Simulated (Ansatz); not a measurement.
System: α-phase Ga. Method: PBE (plane waves, PAW; Ansatz, a first-principles code).

Numerical settings: plane-wave cutoff 520 eV, 14×14×12 k mesh (along the axes of the cell as run), Fermi–Dirac smearing 0.05 eV, scalar-relativistic PAW data made under PBE.

Cell (relaxed at this level):

```cif
data_Ga8
_chemical_formula_sum 'Ga8'
_space_group_name_H-M_alt 'Cmce'
_space_group_IT_number 64
_space_group_name_Hall '-C 2ac 2'
_cell_length_a 4.57259
_cell_length_b 7.74532
_cell_length_c 4.58378
_cell_angle_alpha 90.000
_cell_angle_beta 90.000
_cell_angle_gamma 90.000
loop_
_space_group_symop_operation_xyz
  'x, y, z'
  '-x, -y, -z'
  '-x+1/2, -y, z+1/2'
  'x+1/2, y, -z+1/2'
  'x, -y, -z'
  '-x, y, z'
  '-x+1/2, y, -z+1/2'
  'x+1/2, -y, z+1/2'
  'x+1/2, y+1/2, z'
  '-x+1/2, -y+1/2, -z'
  '-x, -y+1/2, z+1/2'
  'x, y+1/2, -z+1/2'
  'x+1/2, -y+1/2, -z'
  '-x+1/2, y+1/2, z'
  '-x, y+1/2, -z+1/2'
  'x, -y+1/2, z+1/2'
loop_
_atom_site_label
_atom_site_type_symbol
_atom_site_symmetry_multiplicity
_atom_site_Wyckoff_symbol
_atom_site_fract_x
_atom_site_fract_y
_atom_site_fract_z
_atom_site_occupancy
Ga1 Ga 8 f 0.00000 0.15615 0.08226 1
```
(The calculation used a cell of 4 atoms; values per cell refer to that cell.)

Problem. What does this level give for the bulk modulus and pressure derivative B′ of the bulk modulus?

Solution. 
- bulk modulus = 48.4 GPa
- pressure derivative B′ of the bulk modulus = 5.5

The run finds no gap.

Note: the bulk modulus comes from volumes at which shape and atoms were relaxed.

The computed numbers hold no vibrational or temperature effects.

Computing time: roughly 22 core-minutes.
